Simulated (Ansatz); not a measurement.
How far each method lies from full CI for BS⁺, triplet

Geometry: that of the BS, doublet, kept fixed.

```xyz
2

B     0.0000    0.0000    0.0000
S     0.0000    0.0000    1.6077
```

Basis cc-pVDZ; Ansatz 0.2.0. Correlated methods freeze the noble-gas cores, which leaves 8 electrons in 26 orbitals. R marks a restricted (for open shells ROHF) determinant, U an unrestricted one. Active spaces: valence = (8e, 8o) chosen from the atoms' valence shells.

Full CI is exact within this basis and frozen core; it isn't the basis-set limit. The frozen core follows each run's orbitals, which can shift R against U totals by a few meV.

For open shells CISD and CISDTQ are restricted-active-space CI with the open shells as a complete middle space.

The UHF ⟨S²⟩ is 2.015 and the T1 diagnostic (RCCSD) is 0.0264. The largest doubles amplitude (RCCSD) is 0.079. The T1 diagnostic (UCCSD) is 0.0246.

```
   level  E − E(RHF) (eV)
     UHF          -0.1055
    RMP2          -3.8316
    UMP2          -3.8155
   RCCSD          -4.4909
   UCCSD          -4.4929
RCCSD(T)          -4.6681
UCCSD(T)          -4.6676
```

Q: Estimate how far full CI in cc-pVDZ lies from RCCSD(T). The table doesn't fix it; the size of (T) and the diagnostics are the guide.

A: Full CI in cc-pVDZ lies 1.02 kcal/mol below RCCSD(T), which is 25 % of the (T) step (-4.09 kcal/mol). The diagnostics are small and the rest is a small part of (T), but (T) is large here. The miss exceeds 1 kcal/mol.

The other levels:

| level | E − E(full CI) (kcal/mol) | share of correlation (%) | wall time |
| --- | --- | --- | --- |
| CISD | 9.81 | 90.97 | 0.79 s |
| BCCD(T) | 1.08 | 99.01 | 1.1 s |
| RCCSDT | 0.24 | 99.78 | – |
| UCCSDT | 0.23 | 99.79 | – |
| CISDTQ | 0.29 | 99.73 | 3.9 s (H100) |
| RCCSDT(Q) | 0.02 | 99.98 | 4.7 s |
| UCCSDT(Q) | -0.03 | 100.03 | 4.3 s |
| RCCSDTQ | 0.00 | 100.00 | 9.5 s (H100) |
| UCCSDTQ | 0.00 | 100.00 | 10 s (H100) |
| CASSCF (valence space) | 67.30 | 38.07 | – |
| NEVPT2 (valence space) | 15.12 | 86.09 | 2.1 s |
| MRCISD (valence space) | 3.65 | 96.64 | – |
| MRCISD+Q (valence space) | 0.35 | 99.67 | 3 s |

The correlation energy at full CI, counted from RHF, is -4.712 eV. That run took 11 s on 5 threads of AMD EPYC 7R13 with a whole H100 80 GB, shared host over 55,874,896 determinants.

Times hold each run's SCF and search for its determinant on a shared host, so for small cases they say little of a method's own cost; rows without a card ran on 1 thread of AMD EPYC 7R13.

The full-CI state has the irrep B2 of C2v, in the program's axes (one component, if the state is degenerate).

Natural occupations of full CI about the gap: 1.968 1.933 1.918 0.991 0.985 0.063 0.036 0.028 0.013 0.013; effectively unpaired electrons, Σ n²(2−n)², 2.07.
